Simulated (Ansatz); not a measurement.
A structure relaxed at PBE0-D4/def2-TZVP, charge 0, multiplicity 1:

```xyz
9

Si   -0.6489   -0.9888    1.3194
Al    0.3841    0.8809    0.1097
P     1.3298    0.5341   -1.9839
H    -0.4980   -2.2826    0.5955
H    -2.1109   -0.7440    1.4947
H    -0.0664   -1.1593    2.6818
H     0.5265    2.3200    0.7687
H     0.2732   -0.2936   -2.4467
H     0.8104    1.7333   -2.5393
```

Question: Give its formula and SMILES.

Answer: AlH6PSi, `[SiH3][AlH][PH2]`.

Question: Summarise the bond lengths by kind.

Answer: 1 × Al–Si 2.455 Å; 3 × H–Si 1.490 to 1.493 Å; 1 × Al–P 2.323 Å; 1 × Al–H 1.589 Å; 2 × H–P 1.420 Å.

All numbers were calculated with Ansatz.
